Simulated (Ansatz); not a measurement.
`F/C=C\CF` + H₂ → `C=CF` + fluoromethane  (hydrogenolysis of a C–C bond)

Computed with Ansatz on PBE0-D4/def2-TZVP structures; ΔE is electronic, products minus reactants. CCSD(T)/CBS adds triple-zeta CCSD(T) − MP2 to the extrapolated MP2 energy (def2 sets, frozen cores). This one scheme is used for every species. Each species was taken in one conformer, which may not be the lowest.

```json
{"species": "`F/C=C\\CF`", "CCSD(T)/CBS(def2) energy (Eh)": "-316.10621"}
{"species": "H₂", "CCSD(T)/CBS(def2) energy (Eh)": "-1.17544"}
{"species": "`C=CF`", "CCSD(T)/CBS(def2) energy (Eh)": "-177.66469"}
{"species": "`CF`", "CCSD(T)/CBS(def2) energy (Eh)": "-139.63461"}
```

**Question.** Work out ΔE.

**Answer.** ΔE = (-177.66469) + (-139.63461) − (-316.10621) − (-1.17544) = -0.01765 Eh = -46.3 kJ/mol.

Largest T1 diagnostic among the species: 0.012.

Leaving LDA and LC-ωPBE aside and taking each functional with its dispersion term where it has one, the values, not all of them listed here, spread over 14.5 kJ/mol, from BHLYP-D4 to revPBE-D4. LDA lies +11.7 kJ/mol from PBE without D4. From r2SCAN to r2SCAN0 (25 % exact exchange), in def2-TZVPP and without D4, ΔE moves by −3.7 kJ/mol.
